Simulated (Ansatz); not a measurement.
# H3S2Si: the cost of one run

Program: Ansatz 0.2.0. Level of theory: UKS BHLYP-D4/def2-SVP. These are calculated values, not measurements.

### Step 1. Starting point

Bond lengths: Si1–S2 2.148 Å, S2–S3 2.081 Å, Si1–H4 1.446 Å, Si1–H5 1.453 Å, S3–H6 1.334 Å. Angles: Si1–S2–S3 101.6°, S2–Si1–H4 105.0°, S2–Si1–H5 110.2°, H4–Si1–H5 118.5°, S2–S3–H6 96.3°.

As a file:

```xyz
6

Si   -0.5156   -0.3366   -1.1372
S    -0.7341    0.1772    0.9370
S     1.0217   -0.5917    1.7460
H    -1.8639   -0.3753   -1.6576
H     0.4476    0.5462   -1.7734
H     1.6444    0.5802    1.8853
```

### Step 2. End point A

input.yaml

```yaml
crystal:
  periodic: [false, false, false]
  atoms:
    - { symbol: Si, position_ang: [-0.51562, -0.33663, -1.13717] }
    - { symbol: S, position_ang: [-0.73415, 0.17723, 0.93697] }
    - { symbol: S, position_ang: [1.02173, -0.59174, 1.74597] }
    - { symbol: H, position_ang: [-1.86394, -0.37532, -1.65759] }
    - { symbol: H, position_ang: [0.44758, 0.54623, -1.77342] }
    - { symbol: H, position_ang: [1.64439, 0.58024, 1.88525] }
magnetization:
  spin_polarized: true
  initial_magnetization: 1
basis:
  gaussian: { orbitals: def2-SVP }
hamiltonian:
  xc: { name: BHLYP }
  dispersion: d4
relax:
  f_tol: 0.02
  max_steps: 50
```

Command:

```console
ansatz run input.yaml --threads 2 --pin off --max-ram 3072MiB --backend cpu --events-out ev --progress --plain --runs-dir out
```

**Question.** How long does this run take on 2 threads of Arm Neoverse V2, shared host, and how much memory does it need?

About 14 s, with a peak of 0.17 GiB.
